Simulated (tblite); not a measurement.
**Question.** What does the GFN2-xTB structure of InChI=1S/C2HF2/c1-2(3)4/h1H look like in three dimensions? (Doublet state.)

**Answer.** 
```xyz
5
C2HF2 angstrom
C      0.7719   -0.4843   -0.3855
C     -0.3863    0.0357   -0.1633
F     -0.6490    1.3537   -0.0555
F     -1.5229   -0.6255   -0.0014
H      1.7949   -0.2767   -0.5500
```

Orientation and origin are arbitrary. Atoms count from 1 in this order. C2 (carbon bonded to C and 2 F) is planar (angles 126.2°, 125.7° and 108.1°, sum 360.0°, 0.00 Å off the plane of its three neighbours). The 4 heavy atoms lie in one plane (0.000 Å rms). The C–F distances run from 1.325 Å (C2–F4, drawn single) to 1.348 Å (C2–F3, drawn single), a spread of 0.023 Å.

Bonds between heavy atoms (Å): C1=C2 1.289, C2–F3 1.348, C2–F4 1.325.

Structure optimised with GFN2-xTB, isolated species. This method treats the open shell by occupation alone, without spin polarisation.

Point group: Cs (every atom within 0.08 Å of its image). Its GFN2-xTB frequencies are all real (lowest 346 cm⁻¹). 2 starts were optimised and ended at 0.00 and 1.01 kcal/mol (GFN2-xTB); the lowest of these is shown.

The run took under 0.1 s of wall time on an Arm Neoverse V1 with one thread, shared host with 32 logical CPUs at a one-minute load of 5.5. These figures are those of the optimisation.

All values are computed, not measured.
